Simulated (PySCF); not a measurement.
## O₂: energy against distance

Set-up: O def2-TZVPPD; no relativity (PySCF 2.14). Energies in eV from O + O in their ground configurations at the same level. State: triplet, unpaired electrons π ↑↑.

All columns are HSE06.

| R (Å) | E (eV) | HOMO (eV) | LUMO (eV) | Mayer bond order | ⟨S²⟩ |
| --- | --- | --- | --- | --- | --- |
| 1.028 | -3.573 | -6.59 | -1.37 | 1.53 | 2.01 |
| 1.075 | -4.551 | -7.22 | -1.96 | 1.57 | 2.01 |
| 1.123 | -5.093 | -7.77 | -2.50 | 1.61 | 2.01 |
| 1.159 | -5.285 | -8.16 | -2.88 | 1.65 | 2.01 |
| 1.195 | -5.337 | -8.50 | -3.24 | 1.68 | 2.01 |
| 1.231 | -5.280 | -8.82 | -3.57 | 1.72 | 2.01 |
| 1.279 | -5.076 | -9.21 | -3.97 | 1.76 | 2.01 |
| 1.338 | -4.677 | -9.62 | -4.42 | 1.80 | 2.01 |
| 1.410 | -4.065 | -10.05 | -4.89 | 1.85 | 2.01 |
| 1.506 | -3.140 | -10.51 | -5.42 | 1.90 | 2.01 |

The state is the lowest determinant that a PBE0 search found; another state may lie lower at other levels.
